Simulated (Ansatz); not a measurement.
# SiPH₅ (singlet): the correlation ladder, cc-pVDZ

The task here is to estimate one member of a computed series from the others.

Program: Ansatz 0.2.0, Gaussian basis. Level of theory: cc-pVDZ, core rule «outside noble gas», up to 10 orbitals frozen. These are calculated values, not measurements.

To be run: UHF; CCSD(T) on RHF; BCCD(T) on RHF; CISD; CCSDT(Q) on RHF; CASSCF and MRCISD+Q, 8 electrons in 8 orbitals; CASSCF and NEVPT2, 8 electrons in 8 orbitals.

11 further runs of the same task are left out: 5 that didn't finish, 6 set aside as unsound or not needed. Runs told in other sessions of the task aren't counted.

### What is computed

The geometry is a PBE0/def2-TZVP stationary point (not a proven minimum).

7 atoms, charge 0, spin multiplicity 1.

Atoms are counted from 1 here; the program's logs count them from 0.

Bond lengths: Si1–P2 2.256 Å, Si1–H3 1.486 Å, Si1–H4 1.486 Å, Si1–H5 1.487 Å, P2–H6 1.421 Å, P2–H7 1.421 Å. Angles: P2–Si1–H3 108.1°, P2–Si1–H4 108.1°, P2–Si1–H5 113.9°, H3–Si1–H4 108.9°, H3–Si1–H5 108.9°, H4–Si1–H5 108.9°, Si1–P2–H6 93.8°, Si1–P2–H7 93.8°, H6–P2–H7 93.5°.

The first run:

Contents of in.yaml:

```yaml
crystal:
  periodic: [false, false, false]
  atoms:
    - {symbol: Si, position_ang: [-0.034563, 0.000000, 1.139806]}
    - {symbol: P, position_ang: [0.090866, 0.000000, -1.112494]}
    - {symbol: H, position_ang: [0.669851, -1.209115, 1.640289]}
    - {symbol: H, position_ang: [0.669851, 1.209115, 1.640289]}
    - {symbol: H, position_ang: [-1.425044, 0.000000, 1.665989]}
    - {symbol: H, position_ang: [-0.871932, -1.034556, -1.259867]}
    - {symbol: H, position_ang: [-0.871932, 1.034556, -1.259867]}
basis:
  gaussian: {orbitals: cc-pVDZ}
magnetization: {spin_polarized: true, initial_magnetization: 0}
hamiltonian: {xc: hf}
output: {orbitals: {seedname: orbitals}}
```

Run with:

```console
ansatz run in.yaml --threads 1 --pin off --events-out ev --progress --plain --max-ram 2393MiB
```

Steps of the session up to this table: UHF; CCSD(T) on RHF; BCCD(T) on RHF; CISD; CCSDT(Q) on RHF; CASSCF and MRCISD+Q, 8 electrons in 8 orbitals; CASSCF and NEVPT2, 8 electrons in 8 orbitals.

One of the session's tables, all rows but one given; the rest of the session is left out.

It belongs to the step «Misses and costs». 

| method | from RCCSDT(Q) (kcal/mol) |
| --- | --- |
| RHF | +181.67 |
| RMP2 | +35.28 |
| CISD | +23.04 |
| RCCSD | ? |
| RCCSD(T) | +0.93 |
| BCCD(T) | +0.91 |
| RCCSDT | +0.23 |
| RCCSDT(Q) | 0 |
| CASSCF frontier | +143.49 |
| NEVPT2 frontier | +33.60 |
| MRCISD frontier | +14.50 |
| MRCISD+Q frontier | +1.15 |

Q: Estimate the row for RCCSD from the others.

The run gave: from RCCSDT(Q) (kcal/mol): +5.49. In the column «from RCCSDT(Q) (kcal/mol)» it lies between MRCISD+Q frontier (+1.15) and MRCISD frontier (+14.50).

With the free atoms at the same levels and basis (separate runs), the atomisation energy is 17.921 eV at RCCSDT(Q), 17.902 eV at RCCSD(T), 14.072 eV at RHF.
